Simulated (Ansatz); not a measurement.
**BSiH5 (singlet): the correlation ladder at distance B1–H4 along a hydrogen transfer = 1.194 Å, cc-pVTZ**

An exercise on one series of results from a longer session: the logs are not shown, and one member is left open.

The runs use Ansatz 0.2.0, Gaussian basis; cc-pVTZ, core rule «outside noble gas», up to 6 orbitals frozen.

To be run: UHF; CCSD(T) on RHF; CCSD(T) on UHF; BCCD(T) on RHF; CCSDT(Q) on RHF.

**What is computed**

The geometry derives from fragments relaxed apart (PBE0/def2-TZVP) and kept rigid, so it is no stationary point. A hydrogen atom is moved between rigid fragments.

7 atoms, charge 0, spin multiplicity 1.

Atoms are counted from 1 here; the program's logs count them from 0.

Bond lengths: B1–H2 1.193 Å, B1–H3 1.193 Å, B1–H4 1.193 Å, Si5–H6 1.526 Å, Si5–H7 1.526 Å. Angles: H2–B1–H3 120.0°, H2–B1–H4 120.0°, H3–B1–H4 120.0°, H6–Si5–H7 91.2°.

Coordinates:

| atom | x (Å) | y (Å) | z (Å) |
| --- | --- | --- | --- |
| B1 | -2.3232 | 0.0401 | 0.0000 |
| H2 | -2.9200 | 1.0737 | 0.0000 |
| H3 | -2.9200 | -0.9935 | 0.0000 |
| H4 | -1.1298 | 0.0401 | 0.0000 |
| Si5 | 1.0268 | 0.0401 | 0.0000 |
| H6 | 1.6390 | -0.8342 | 1.0900 |
| H7 | 1.6390 | -0.8342 | -1.0900 |

The first run:

in.yaml

```yaml
crystal:
  periodic: [false, false, false]
  atoms:
    - {symbol: B, position_ang: [-2.323226, 0.040114, 0.000000]}
    - {symbol: H, position_ang: [-2.919959, 1.073685, 0.000000]}
    - {symbol: H, position_ang: [-2.919959, -0.993457, 0.000000]}
    - {symbol: H, position_ang: [-1.129760, 0.040114, 0.000000]}
    - {symbol: Si, position_ang: [1.026774, 0.040114, 0.000000]}
    - {symbol: H, position_ang: [1.638955, -0.834170, 1.090012]}
    - {symbol: H, position_ang: [1.638955, -0.834170, -1.090012]}
basis:
  gaussian: {orbitals: cc-pVTZ}
magnetization: {spin_polarized: true, initial_magnetization: 0}
hamiltonian: {xc: hf}
output: {orbitals: {seedname: orbitals}}
```

Started as:

```sh
> ansatz run in.yaml --threads 1 --pin off --events-out ev --progress --plain --max-ram 2816MiB --backend cpu
```

Among the steps run: UHF; CCSD(T) on RHF; CCSD(T) on UHF; BCCD(T) on RHF; CCSDT(Q) on RHF.

One of the session's tables, all rows but one given; the rest of the session is left out.

| method | from RCCSDT(Q) (meV) |
| --- | --- |
| RHF | +7794.8 |
| UHF | +7746.4 |
| RMP2 | +1538.1 |
| RCCSD | +246.3 |
| RCCSD(T) | +43.6 |
| BCCD(T) | +43.1 |
| RCCSDT | ? |
| RCCSDT(Q) | 0 |

Estimate the missing values for RCCSDT.

**Answer.** from RCCSDT(Q) (meV): +7.5. In the column «from RCCSDT(Q) (meV)» it lies between RCCSDT(Q) (0) and BCCD(T) (+43.1).

Not comparable, so not listed: CCSD(T) on UHF (they don't share determinant, frozen orbitals or solution with the rows shown, or repeat one).

Caveats from the session: Warnings: restricted reference is unstable; spin contamination.
